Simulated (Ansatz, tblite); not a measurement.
# Al(NH2Me)H3 (CH₈AlN): a ladder of methods and basis sets

Aim: run the singlet of Al(NH2Me)H3 (CH₈AlN) at one geometry on many levels, and compare frontier levels, spin and run time.

Method: as each input shows; program: Ansatz 0.2.0, Gaussian basis.

Plan: GFN1-xTB, GFN2-xTB, PBE-D4/def2-TZVP, r2SCAN-D4/def2-TZVP, ωB97X-V/def2-TZVP, B2PLYP/def2-TZVP, HSE06-D4/def2-TZVP, B3LYP-D4/def2-TZVP, B97M-V/def2-TZVP, LC-ωPBE/def2-TZVP, PBE-QIDH/def2-TZVP, LC-ωPBE(0.10)/def2-TZVP, LC-ωPBE(0.15)/def2-TZVP, LC-ωPBE(0.20)/def2-TZVP, LC-ωPBE(0.30)/def2-TZVP, PBE-D4/def2-SVP, PBE0-D4/def2-SVP, HF/STO-3G, HF/6-31G, B3LYP-D4/6-31G, PBE0-D4/def2-TZVPD, PBE-D4/def2-TZVPD, r2SCAN-D4/def2-TZVPD, CCSD(T)/def2-TZVPP, MP2/def2-TZVP, RPA/def2-TZVP.

1 further run of the same task is left out (it didn't finish).

### Step 1. The structure

The singlet was relaxed beforehand with r2SCAN-D4/def2-TZVP.

11 atoms, charge 0, spin multiplicity 1.

Bond lengths: Al1–N2 2.044 Å, Al1–H9 1.604 Å, Al1–H10 1.604 Å, Al1–H11 1.603 Å, N2–C3 1.481 Å, N2–H4 1.018 Å, N2–H5 1.018 Å, C3–H6 1.092 Å, C3–H7 1.089 Å, C3–H8 1.089 Å. Angles: N2–Al1–H9 99.4°, N2–Al1–H10 99.4°, N2–Al1–H11 99.7°, H9–Al1–H10 117.1°, H9–Al1–H11 117.4°, H10–Al1–H11 117.4°, Al1–N2–C3 113.7°, Al1–N2–H4 108.4°, Al1–N2–H5 108.3°, C3–N2–H4 110.0°, C3–N2–H5 110.0°, H4–N2–H5 106.1°, N2–C3–H6 112.1°, N2–C3–H7 108.4°, N2–C3–H8 108.4°, H6–C3–H7 109.8°, H6–C3–H8 109.8°, H7–C3–H8 108.3°.

PBE0-D4/def2-TZVP was run before; its log isn't repeated, and its numbers join the tables.

### Step 2. GFN1-xTB

Tight binding, by tblite at 300 K electronic temperature and without a spin-polarisation term:

```python
tblite.interface.Calculator('GFN1-xTB', numbers, positions, charge=0, uhf=0).singlepoint()
```

Energy -297.4319 eV, HOMO -11.26 eV, LUMO -4.57 eV; 0.004 s.

### Step 3. GFN2-xTB

Tight binding, by tblite at 300 K electronic temperature and without a spin-polarisation term:

```python
tblite.interface.Calculator('GFN2-xTB', numbers, positions, charge=0, uhf=0).singlepoint()
```

Energy -278.1642 eV, HOMO -10.19 eV, LUMO -3.90 eV; 0.002 s.

### Step 4. PBE-D4/def2-TZVP

start.molden holds the orbitals of an earlier run on this state, given as this run's starting guess.

Input file in.yaml:

```yaml
crystal:
  periodic: [false, false, false]
  atoms:
    - {symbol: Al, position_ang: [-0.244598, -0.398673, -1.545514]}
    - {symbol: N, position_ang: [-0.253983, -0.432131, 0.498128]}
    - {symbol: C, position_ang: [0.435755, 0.724176, 1.114924]}
    - {symbol: H, position_ang: [0.177474, -1.300556, 0.806492]}
    - {symbol: H, position_ang: [-1.220734, -0.470137, 0.813330]}
    - {symbol: H, position_ang: [0.415401, 0.681241, 2.205784]}
    - {symbol: H, position_ang: [1.467280, 0.734491, 0.765643]}
    - {symbol: H, position_ang: [-0.051136, 1.636342, 0.772811]}
    - {symbol: H, position_ang: [1.338689, -0.409769, -1.800833]}
    - {symbol: H, position_ang: [-1.013557, 0.987653, -1.788290]}
    - {symbol: H, position_ang: [-1.050591, -1.752637, -1.842497]}
basis:
  gaussian: {orbitals: def2-TZVP, initial_orbitals: start.molden}
hamiltonian: {xc: pbe, dispersion: d4}
scf: {omitted_lower_state_checks: [starts]}
output: {orbitals: {seedname: orbitals}}
```

On the command line:

```bash
$ ansatz run in.yaml --threads 4 --pin off --events-out ev --progress --plain --max-ram 3916MiB
```

The runs that follow: r2SCAN-D4/def2-TZVP; ωB97X-V/def2-TZVP; B2PLYP/def2-TZVP; HSE06-D4/def2-TZVP; B3LYP-D4/def2-TZVP; B97M-V/def2-TZVP; LC-ωPBE/def2-TZVP; PBE-QIDH/def2-TZVP; LC-ωPBE(0.10)/def2-TZVP; LC-ωPBE(0.15)/def2-TZVP; LC-ωPBE(0.20)/def2-TZVP; LC-ωPBE(0.30)/def2-TZVP; PBE-D4/def2-SVP; PBE0-D4/def2-SVP; HF/STO-3G; HF/6-31G; B3LYP-D4/6-31G; PBE0-D4/def2-TZVPD; PBE-D4/def2-TZVPD; r2SCAN-D4/def2-TZVPD; CCSD(T)/def2-TZVPP; MP2/def2-TZVP; RPA/def2-TZVP.

**Question.** What will the summary of the whole plan be? Wanted: gap in def2-TZVP, named functionals, smallest and largest; gap over the ω; correlation energy, CCSD(T)/def2-TZVPP; correlation energy, MP2/def2-TZVP; binding an atom, CCSD(T)/def2-TZVPP; PBE0 total energy, smallest basis above largest.

As calculated:

| quantity | value |
| --- | --- |
| gap in def2-TZVP, named functionals, smallest and largest | 5.20 eV (PBE-D4), 12.16 eV (LC-ωPBE) |
| gap over the ω (1/bohr) | 8.06 eV at 0.1, 12.16 eV at 0.4 |
| correlation energy, CCSD(T)/def2-TZVPP | -15.49 eV |
| correlation energy, MP2/def2-TZVP | -13.12 eV |
| binding an atom, CCSD(T)/def2-TZVPP | 3.197 eV |
| PBE0 total energy, smallest basis above largest | 5.24 eV (def2-SVP, def2-TZVPD) |

In words: Over the named functionals in def2-TZVP the gap runs from 5.20 eV (PBE-D4) to 12.16 eV (LC-ωPBE); exact exchange widens it. Raising the ω (1/bohr) from 0.1 to 0.4 moves the HOMO by -2.60 eV and the LUMO by +1.51 eV. A small miss in a minimal or small basis is a cancelling of errors, not accuracy. The functionals in def2-TZVP miss CCSD(T)/def2-TZVPP by +0.037 (PBE0-D4) to +0.091 eV (B97M-V) an atom. CCSD(T)/def2-TZVPP isn't at the basis-set limit; small misses against it rank nothing.
